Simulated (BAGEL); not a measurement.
# C2H6Si (SMILES C[Si]C): a chain of runs

We compute a series of 15 runs (B3LYP/cc-pVDZ, RI-MP2/cc-pVDZ) of C2H6Si. 

Program for the calculation: BAGEL 1.2.2.

## 1. The structure to begin with

C2H6Si has 9 atoms, charge 0, and is taken as a singlet. SMILES: `C[Si]C`. One bond was lengthened or shortened from a relaxed shape.

Bond lengths: C1–Si2 1.896 Å, Si2–C3 1.896 Å, C1–H4 1.102 Å, C1–H5 1.091 Å, C1–H6 1.095 Å, C3–H7 0.931 Å, C3–H8 1.091 Å, C3–H9 1.102 Å. Some angles: C1–Si2–C3 97.8°, Si2–C1–H4 105.3°, Si2–C1–H5 113.7°, Si2–C1–H6 114.0°, Si2–C3–H7 113.9°, Si2–C3–H8 113.7°, Si2–C3–H9 105.3°, H4–C1–H5 107.1°, H4–C1–H6 106.4°, H5–C1–H6 109.8°.

## 2. The energy at B3LYP/cc-pVDZ (density fitting with svp-jkfit) (run 1)

File input.json:

```json
{ "bagel": [

{
  "title": "molecule",
  "basis": "cc-pvdz.json",
  "df_basis": "svp-jkfit",
  "angstrom": "true",
  "geometry": [
    { "atom": "C", "xyz": [      -0.686014,       1.028761,      -0.767053 ] },
    { "atom": "Si", "xyz": [       0.738186,      -0.218239,      -0.874553 ] },
    { "atom": "C", "xyz": [       0.443286,      -1.087939,       0.784247 ] },
    { "atom": "H", "xyz": [      -1.589314,       0.461861,      -1.043953 ] },
    { "atom": "H", "xyz": [      -0.598314,       1.856461,      -1.472753 ] },
    { "atom": "H", "xyz": [      -0.862114,       1.418161,       0.240847 ] },
    { "atom": "H", "xyz": [      -0.455600,      -1.193000,       1.001000 ] },
    { "atom": "H", "xyz": [       0.959286,      -2.045139,       0.875547 ] },
    { "atom": "H", "xyz": [       0.870186,      -0.415539,       1.545347 ] }
  ]
},

{ "title": "ks", "xc_func": "b3lyp" },

{ "title": "print", "file": "orbitals.molden", "orbitals": "true" }

]}
```

The basis set cc-pVDZ is read from a file made from the Basis Set Exchange's data (not shown).

The run is started by

```
BAGEL_NUM_THREADS=1 BAGEL input.json > input.out
```

Log:

```text
* using 1 threads per process

  ===============================================================
  ===============================================================

  *** Geometry ***

  { "atom" : "C", "xyz" : [     -1.296379,      1.944077,     -1.449520 ] },
  { "atom" : "Si", "xyz" : [      1.394969,     -0.412412,     -1.652666 ] },
  { "atom" : "C", "xyz" : [      0.837689,     -2.055907,      1.482012 ] },
[... 5 lines of this table left out ...]
  { "atom" : "H", "xyz" : [      1.644413,     -0.785255,      2.920283 ] },

  Number of auxiliary basis functions:      386

  Since a DF basis is specified, we compute 2- and 3-index integrals:
    o Being stored without compression. Storage requirement is 0.018 GB

  Number of basis functions:       76
  Number of electrons      :       32

    * METHOD: MOLECULE                             0.21

  *** Kohn-Sham DFT ***

    * Removing 16050 points whose weight is below 1.00e-10
    * Grid points: 118104

  === Nuclear Repulsion ===
    98.4170378320

       - DIIS with orbital gradients will be used.

  === KS iteration (b3lyp / cc-pvdz.json) ===
      0       -350.85167402          0.09564053           0.75
      1       -357.03540202          0.12407382           0.48
      2       -351.40560025          0.12071267           0.48
[... 13 lines of this table left out ...]
     16       -369.25920084          0.00000001           0.58
    * SCF iteration converged.

    * Permanent dipole moment:
           (    0.385359,    -0.071889,    -0.394013) a.u.

    * METHOD: KS                                  10.08

    * METHOD: PRINT                                0.03

  ===============================================================
```

Wall time 11 s (1 thread of AMD EPYC 7R43 (Zen 3), shared host); peak memory 0.4 GiB.

## 3. Bond 7-3 at 1.095 A: a single-point energy at RI-MP2/cc-pVDZ (density fitting with svp-jkfit) (run 2)

File mp2.json:

```json
{ "bagel" : [

{
  "title" : "molecule",
  "basis" : "cc-pvdz.json",
  "df_basis" : "svp-jkfit",
  "angstrom" : true,
  "geometry" : [
    { "atom" : "C", "xyz" : [      -0.527409,       1.047299,      -0.805298 ] },
    { "atom" : "Si", "xyz" : [       0.896791,      -0.199701,      -0.912798 ] },
    { "atom" : "C", "xyz" : [       0.601891,      -1.069401,       0.746002 ] },
    { "atom" : "H", "xyz" : [      -1.430709,       0.480399,      -1.082198 ] },
    { "atom" : "H", "xyz" : [      -0.439709,       1.874999,      -1.510998 ] },
    { "atom" : "H", "xyz" : [      -0.703509,       1.436699,       0.202602 ] },
    { "atom" : "H", "xyz" : [      -0.455600,      -1.193000,       1.001000 ] },
    { "atom" : "H", "xyz" : [       1.117891,      -2.026601,       0.837302 ] },
    { "atom" : "H", "xyz" : [       1.028791,      -0.397001,       1.507102 ] }
  ]
},

{
  "title" : "hf"
},

{
  "title" : "mp2",
  "ncore" : 7
}

]}
```

The basis set cc-pVDZ is read from a file made from the Basis Set Exchange's data (not shown).

The run is started by

```
BAGEL_NUM_THREADS=1 BAGEL mp2.json > mp2.out
```

Log:

```text
* using 1 threads per process

  ===============================================================
  ===============================================================

  *** Geometry ***

  { "atom" : "C", "xyz" : [     -0.996659,      1.979108,     -1.521793 ] },
  { "atom" : "Si", "xyz" : [      1.694689,     -0.377380,     -1.724938 ] },
  { "atom" : "C", "xyz" : [      1.137409,     -2.020875,      1.409739 ] },
[... 5 lines of this table left out ...]
  { "atom" : "H", "xyz" : [      1.944133,     -0.750223,      2.848010 ] },

[... 23 lines left out ...]
    * SCF iteration converged.
[... 1 line left out ...]
    * Permanent dipole moment:
[... 2 lines left out ...]
    * METHOD: HF                                   0.69

  *** RHF ***

  === Nuclear Repulsion ===
    97.7048249313

      * DIIS with orbital gradients will be used.

  === RHF iteration (cc-pvdz.json) ===
      0       -368.11366291          0.00000000           0.07
    * SCF iteration converged.

    * Permanent dipole moment:
           (    0.374064,    -0.082142,    -0.384234) a.u.

  === DF-MP2 calculation ===

    * freezing 7 orbitals
    * 3-index integral transformation done
    * assembly done

      MP2 correlation energy:   -0.3773962994      0.04

      MP2 total energy:       -368.4910592055

    * METHOD: MP2                                  0.20

  ===============================================================
```

Wall time 1.8 s (1 thread of AMD EPYC 7R43 (Zen 3), shared host); peak memory 0.14 GiB.

Runs 3 to 14 aren't shown in full; the table further down has their settings and results.

## 4. Bond 7-3 at 3.065 A: the energy at B3LYP/cc-pVDZ (density fitting with svp-jkfit) (run 15)

File calc.json:

```json
{ "bagel": [

{
  "title": "molecule",
  "basis": "cc-pvdz.json",
  "df_basis": "svp-jkfit",
  "angstrom": true,
  "geometry": [
    { "atom": "C", "xyz": [       1.376132,       1.269784,      -1.264308 ] },
    { "atom": "Si", "xyz": [       2.800332,       0.022784,      -1.371808 ] },
    { "atom": "C", "xyz": [       2.505432,      -0.846916,       0.286992 ] },
    { "atom": "H", "xyz": [       0.472832,       0.702884,      -1.541208 ] },
    { "atom": "H", "xyz": [       1.463832,       2.097484,      -1.970008 ] },
    { "atom": "H", "xyz": [       1.200032,       1.659184,      -0.256408 ] },
    { "atom": "H", "xyz": [      -0.455600,      -1.193000,       1.001000 ] },
    { "atom": "H", "xyz": [       3.021432,      -1.804116,       0.378292 ] },
    { "atom": "H", "xyz": [       2.932332,      -0.174516,       1.048092 ] }
  ]
},

{
  "title": "ks",
  "xc_func": "b3lyp"
},

{
  "title": "print",
  "file": "orbitals.molden",
  "orbitals": true
}

]}
```

The basis set cc-pVDZ is read from a file made from the Basis Set Exchange's data (not shown).

The run is started by

```
BAGEL_NUM_THREADS=1 BAGEL calc.json > calc.out
```

Log:

```text
* using 1 threads per process

  ===============================================================
  ===============================================================

  *** Geometry ***

  { "atom" : "C", "xyz" : [      2.600513,      2.399544,     -2.389196 ] },
  { "atom" : "Si", "xyz" : [      5.291861,      0.043056,     -2.592341 ] },
  { "atom" : "C", "xyz" : [      4.734580,     -1.600439,      0.542336 ] },
[... 5 lines of this table left out ...]
  { "atom" : "H", "xyz" : [      5.541304,     -0.329787,      1.980607 ] },

  Number of auxiliary basis functions:      386

  Since a DF basis is specified, we compute 2- and 3-index integrals:
    o Being stored without compression. Storage requirement is 0.018 GB

  Number of basis functions:       76
  Number of electrons      :       32

    * METHOD: MOLECULE                             0.30

  *** Kohn-Sham DFT ***

    * Removing 14347 points whose weight is below 1.00e-10
    * Grid points: 119807

  === Nuclear Repulsion ===
    94.0282456460

       - DIIS with orbital gradients will be used.

  === KS iteration (b3lyp / cc-pvdz.json) ===
      0       -350.98630190          0.09120715           0.56
      1       -357.34438183          0.12039398           0.51
      2       -353.02799591          0.11337608           0.57
[... 18 lines of this table left out ...]
     21       -369.08887489          0.00000001           0.50
    * SCF iteration converged.

    * Permanent dipole moment:
           (   -0.782142,    -0.530265,     0.514058) a.u.

    * METHOD: KS                                  13.67

    * METHOD: PRINT                                0.03

  ===============================================================
```

It took 15 s on 1 thread of AMD EPYC 7R43 (Zen 3), shared host; peak memory 0.4 GiB.

## 5. All runs side by side

```
run                                            level  frozen core orbitals              partner  energy (Eh)  dipole moment (D)  HOMO energy (eV)  LUMO energy (eV)  wall time
  1   B3LYP/cc-pVDZ (density fitting with svp-jkfit)                     –  bond 7-3 at 0.931 A  -369.259201               1.41             -5.62             -2.13       11 s
  2  RI-MP2/cc-pVDZ (density fitting with svp-jkfit)                     7  bond 7-3 at 1.095 A  -368.491059                  –                 –                 –      1.8 s
  3   B3LYP/cc-pVDZ (density fitting with svp-jkfit)                     –  bond 7-3 at 1.095 A  -369.284940               1.34             -5.64             -2.14       11 s
  4  RI-MP2/cc-pVDZ (density fitting with svp-jkfit)                     7  bond 7-3 at 1.259 A  -368.480137                  –                 –                 –      1.8 s
  5   B3LYP/cc-pVDZ (density fitting with svp-jkfit)                     –  bond 7-3 at 1.259 A  -369.274586               1.22             -5.68             -2.18       12 s
  6  RI-MP2/cc-pVDZ (density fitting with svp-jkfit)                     7  bond 7-3 at 1.478 A  -368.445814                  –                 –                 –      1.9 s
  7   B3LYP/cc-pVDZ (density fitting with svp-jkfit)                     –  bond 7-3 at 1.478 A  -369.242579               0.97             -5.76             -2.27       12 s
  8  RI-MP2/cc-pVDZ (density fitting with svp-jkfit)                     7  bond 7-3 at 1.752 A  -368.398934                  –                 –                 –      1.9 s
  9   B3LYP/cc-pVDZ (density fitting with svp-jkfit)                     –  bond 7-3 at 1.752 A  -369.199656               0.64             -5.89             -2.49       12 s
 10  RI-MP2/cc-pVDZ (density fitting with svp-jkfit)                     7  bond 7-3 at 2.080 A  -368.351837                  –                 –                 –        2 s
 11   B3LYP/cc-pVDZ (density fitting with svp-jkfit)                     –  bond 7-3 at 2.080 A  -369.157328               0.83             -6.02             -2.94       12 s
 12  RI-MP2/cc-pVDZ (density fitting with svp-jkfit)                     7  bond 7-3 at 2.518 A  -368.308413                  –                 –                 –      2.2 s
 13   B3LYP/cc-pVDZ (density fitting with svp-jkfit)                     –  bond 7-3 at 2.518 A  -369.118207               1.75             -6.02             -3.59       13 s
 14  RI-MP2/cc-pVDZ (density fitting with svp-jkfit)                     7  bond 7-3 at 3.065 A  -368.279419                  –                 –                 –      2.3 s
 15   B3LYP/cc-pVDZ (density fitting with svp-jkfit)                     –  bond 7-3 at 3.065 A  -369.088875               2.73             -5.80             -4.14       15 s
```

## 6. Outcome

| quantity | value |
| --- | --- |
| bond 7-3 at 3.065 A, run 15: total energy | -369.08887 Eh |
| bond 7-3 at 3.065 A, run 15: dipole moment | 2.73 D |
| bond 7-3 at 3.065 A, run 15: HOMO energy | -5.80 eV |
| bond 7-3 at 3.065 A, run 15: LUMO energy | -4.14 eV |
| bond 7-3 at 3.065 A, run 15: HOMO–LUMO gap | 1.66 eV |

What this shows: In runs 10, 11, 12, 13, 14, 15 a closed-shell determinant meets a far-stretched bond, which it describes badly. All runs together took 1.9 min, the longest 15 s.
